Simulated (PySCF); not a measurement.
# Shapes and spin states of SiCl2

Computed with PBE0/[Si def2-TZVP, Cl def2-TZVP], no relativity, density fitting, PySCF.

Relaxations began from a few typed shapes and spin states; open shells are unrestricted. The search is not exhaustive: other isomers or separated fragments can lie lower, and high-lying points may rest on an excited occupation.

Task: Order these stationary points by electronic energy, lowest first, in kJ/mol from the lowest minimum.
A. singlet D∞h: Si–Cl 2.194 Å (×2); Cl–Si–Cl 180.0°
B. triplet D∞h: Si–Cl 2.108 Å (×2); Cl–Si–Cl 180.0°
C. singlet C2v: Si–Cl 2.078 Å (×2); Cl–Si–Cl 101.4°
D. triplet C2v: Si–Cl 2.045 Å (×2); Cl–Si–Cl 118.5°

Result: C (0.0), A (180.6), D (200.5), B (280.1).

Task: Which of them are minima?

Result: By energy in kJ/mol, 0.0: minimum; 180.6: saddle point, 2 imaginary modes; 200.5: minimum; 280.1: saddle point, 1 imaginary mode.

Counting electrons, silicon keeps 2 of its valence electrons outside its bonds, so the VSEPR class is AX2E1 and the expected shape is bent (C2v), as computed.

The electron or spin density has lower symmetry than the nuclear frame for the triplet D∞h at 280.1 kJ/mol.
